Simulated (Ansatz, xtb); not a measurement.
# C4H6OS: which of two isomers lies lower

Structure I: `O=C[C@@H]1C[C@H]1S`, a singlet. Structure II: `O=C[C@@H]1C[C@@H]1S`, a singlet. Both are isolated molecules in the gas phase, relaxed with B3LYP-D3(BJ)/def2-SVP; each stands in its lowest conformer found.

I (Å):

| atom | x (Å) | y (Å) | z (Å) |
| --- | --- | --- | --- |
| C | -2.1788 | 0.0477 | 1.4045 |
| C | -0.8091 | 0.0810 | 0.8242 |
| C | -0.4690 | 1.2165 | -0.1298 |
| C | -0.6909 | -0.1488 | -0.6781 |
| O | -3.1690 | 0.4132 | 0.8146 |
| S | 0.6838 | -1.1744 | -1.2267 |
| H | -2.2450 | -0.3468 | 2.4506 |
| H | -0.0042 | -0.3037 | 1.4556 |
| H | -1.2605 | 1.9528 | -0.2962 |
| H | 0.5535 | 1.5991 | -0.0905 |
| H | -1.6499 | -0.3255 | -1.1751 |
| H | 0.9465 | -0.4861 | -2.3633 |

II (Å):

```yaml
atoms:
  - { symbol: C, position_ang: [-0.4951, 0.5330, 1.3466] }
  - { symbol: C, position_ang: [-1.0673, -0.5693, 0.5410] }
  - { symbol: C, position_ang: [-2.4784, -0.4057, -0.0167] }
  - { symbol: C, position_ang: [-2.2671, -1.3706, 1.0877] }
  - { symbol: O, position_ang: [-1.1496, 1.3415, 1.9709] }
  - { symbol: S, position_ang: [-2.9424, -1.1979, 2.7488] }
  - { symbol: H, position_ang: [0.6228, 0.5776, 1.3614] }
  - { symbol: H, position_ang: [-0.3398, -1.1372, -0.0459] }
  - { symbol: H, position_ang: [-2.6676, -0.7809, -1.0262] }
  - { symbol: H, position_ang: [-2.9634, 0.5421, 0.2341] }
  - { symbol: H, position_ang: [-2.2405, -2.4313, 0.8217] }
  - { symbol: H, position_ang: [-2.7442, 0.1392, 2.8339] }
```

Quicker runs give these differences E(II) − E(I): GFN2-xTB −6.65 kJ/mol; HF/STO-3G +7.53 kJ/mol (at GFN2-xTB geometries); r2SCAN-D4/def2-SVP +3.02 kJ/mol (at GFN2-xTB geometries).

Task: Estimate which is lower in electronic energy at CCSD(T)/def2-SVP + ΔMP2/def2-TZVPP, and by roughly how much.

Result: The CCSD(T)/def2-SVP + ΔMP2/def2-TZVPP calculation puts structure I lower, by 7.61 kJ/mol.

The same difference at several levels:

| level | geometry | E(II) − E(I) (kJ/mol) | departure from the last row (kJ/mol) | job, with rough time for the two |
| --- | --- | --- | --- | --- |
| GFN2-xTB | GFN2-xTB | −6.65 | −14.26 | optimisation, 0.12 s |
| HF/STO-3G | GFN2-xTB | +7.53 | −0.08 | single point, 0.38 s |
| r2SCAN-D4/def2-SVP | GFN2-xTB | +3.02 | −4.60 | single point, 5.8 s |
| B3LYP-D3(BJ)/def2-SVP | B3LYP-D3(BJ)/def2-SVP | +2.86 | −4.75 | optimisation, 53 s |
| HF/def2-SVP | B3LYP-D3(BJ)/def2-SVP | +14.76 | +7.14 | part of the CCSD(T) run |
| MP2/def2-SVP | B3LYP-D3(BJ)/def2-SVP | +7.73 | +0.11 | part of the CCSD(T) run |
| CCSD(T)/def2-SVP | B3LYP-D3(BJ)/def2-SVP | +8.40 | +0.79 | single point |
| CCSD(T)/def2-SVP + ΔMP2/def2-TZVPP | B3LYP-D3(BJ)/def2-SVP | +7.61 |  | single point, 57 s |

As drawn, both hold the same kinds of bond in the same numbers.

GFN2-xTB puts the two in the other order. The largest departure from CCSD(T)/def2-SVP + ΔMP2/def2-TZVPP is that of GFN2-xTB, 14.26 kJ/mol. The last row adds to CCSD(T) the change of the MP2 difference between the two basis sets, here −0.79 kJ/mol.

With thermal terms from frequencies at re-optimised GFN2-xTB minima (ideal gas, soft modes damped towards free rotors, one conformer each, 298.15 K, 1 atm): the zero-point term adds +2.21 kJ/mol; ΔH is +8.10 and ΔG +13.46 kJ/mol.

The correlated steps freeze 10 core orbitals. Codes used: Ansatz 0.2.0, xtb 6.7.1; the last row on 2 threads of Arm Neoverse V2 on a shared host.
